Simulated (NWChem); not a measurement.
## Correlation energy of N$_{2}$ (+1)

```
N
N 1 1.1133
```
Charge +1, spin multiplicity 2.

The numbers come from NWChem runs, not from measurements. All single points use one geometry, from UB3LYP/def2-SVP, a minimum by its harmonic frequencies.

Basis set: def2-SVP. Each correlation energy counts from its own Hartree-Fock reference.

The correlated methods keep 2 core orbitals frozen. The structure started from a generated list of species. The unpaired electrons of the parent sit in orbitals of symmetry ag (D2h labels of the run); other states weren't searched. The stability of the SCF solutions was not checked. Open-shell Hartree-Fock references start from PBE0 orbitals. No row is a measurement; the coupled-cluster row has its own basis-set and correlation limits.

Problem. One of these methods gave a correlation energy of -330.1 mHa. Which?
A) CCSD on ROHF
B) CCSD(T) on UHF
C) CCSD on UHF
D) CCSD[T] on ROHF

Solution. C, CCSD on UHF. The others give -347.7 (CCSD(T) on UHF), -359.5 (CCSD[T] on ROHF), -339.3 (CCSD on ROHF).
